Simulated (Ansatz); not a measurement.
Rock-salt HfC was calculated with r²SCAN50 (plane waves, PAW; Ansatz, an electronic-structure program).

Settings: plane-wave cutoff 520 eV, 10×10×10 k mesh, Fermi–Dirac smearing 0.05 eV, scalar-relativistic PAW data made under PBE.

Computed at the level's own relaxed cell.

What does this level give for the volume per atom, bulk modulus, equilibrium lattice constant a and pressure derivative B′ of the bulk modulus?


- volume per atom = 12.47 Å³/atom
- bulk modulus = 260 GPa
- equilibrium lattice constant a = 4.638 Å
- pressure derivative B′ of the bulk modulus = 3.8

Measured, for comparison: equilibrium volume per atom 12.47 Å³/atom, lattice constant a 4.638 Å (temperature not stated, no zero-point or thermal correction; as tabulated in Zhang et al. (2018), doi:10.1088/1367-2630/aac7f0); bulk modulus 242 GPa (room temperature, no zero-point or thermal correction, our sources range from 242 to 286; as tabulated in Synthesis of Binary Transition Metal Nitrides, Carbides and Borides from the …). Computed (rounded) less measured: equilibrium volume per atom 0.0 %, bulk modulus not scored (sources differ), lattice constant a 0.0 %.

Spin–orbit coupling is not included.

Static lattice: no zero-point or thermal effects.
